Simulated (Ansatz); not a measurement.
Geometry optimisation, UKS PBE0/6-31G* (Ansatz 0.2.0).

Input:

```yaml
crystal:
  periodic: [false, false, false]
  atoms:
    - { symbol: "N", position_ang: [-0.7626, -0.58765, -0.54632] }
    - { symbol: C, position_ang: [0.05567, 0.30057, 0.10982] }
    - { symbol: O, position_ang: [1.22712, -0.2915, 0.56693] }
    - { symbol: H, position_ang: [-1.61493, -0.15223, -0.88228] }
    - { symbol: H, position_ang: [0.34402, 1.1699, -0.53155] }
    - { symbol: H, position_ang: [-0.44546, 0.78002, 0.98561] }
    - { symbol: H, position_ang: [1.23379, -0.1946, 1.52841] }
magnetization:
  spin_polarized: true
  initial_magnetization: 1
basis:
  gaussian: { orbitals: "6-31G*" }
hamiltonian:
  xc: pbe0
relax:
  f_tol: 0.015
  max_steps: 40
```

Command:

```bash
$ ansatz run input.yaml --threads 1 --pin off --max-ram 2048MiB --backend cpu --events-out ev --progress --plain --runs-dir out
```

Problem. Where does it end, and by what steps?

Solution. The run converged. After 9 steps the energy has fallen by 0.256 eV; H7 moved furthest, 0.70 Å.

```json
{"step": "0", "energy less start (eV)": "0.0000", "largest force component (eV/Å)": "1.648", "accepted": "yes"}
{"step": "1", "energy less start (eV)": "-0.0710", "largest force component (eV/Å)": "0.934", "accepted": "yes"}
{"step": "2", "energy less start (eV)": "-0.1116", "largest force component (eV/Å)": "0.423", "accepted": "yes"}
{"step": "3", "energy less start (eV)": "-0.1780", "largest force component (eV/Å)": "0.418", "accepted": "yes"}
{"step": "4", "energy less start (eV)": "-0.2128", "largest force component (eV/Å)": "0.594", "accepted": "yes"}
{"step": "5", "energy less start (eV)": "-0.2404", "largest force component (eV/Å)": "0.375", "accepted": "yes"}
{"step": "6", "energy less start (eV)": "-0.2527", "largest force component (eV/Å)": "0.126", "accepted": "yes"}
{"step": "7", "energy less start (eV)": "-0.2547", "largest force component (eV/Å)": "0.169", "accepted": "yes"}
{"step": "8", "energy less start (eV)": "-0.2553", "largest force component (eV/Å)": "0.114", "accepted": "yes"}
{"step": "9", "energy less start (eV)": "-0.2555", "largest force component (eV/Å)": "0.009", "accepted": "yes"}
```

```xyz
7
Properties=species:S:1:pos:R:3
N -0.676 -0.648 -0.302
C 0.077 0.461 0.161
O 1.268 0.073 0.774
H -1.505 -0.277 -0.782
H 0.345 1.151 -0.659
H -0.563 1.051 0.857
H 1.092 -0.787 1.181
```

Time of the run: 24 s on 1 thread of Arm Neoverse V1, on a shared host, peak memory 0.13 GiB.
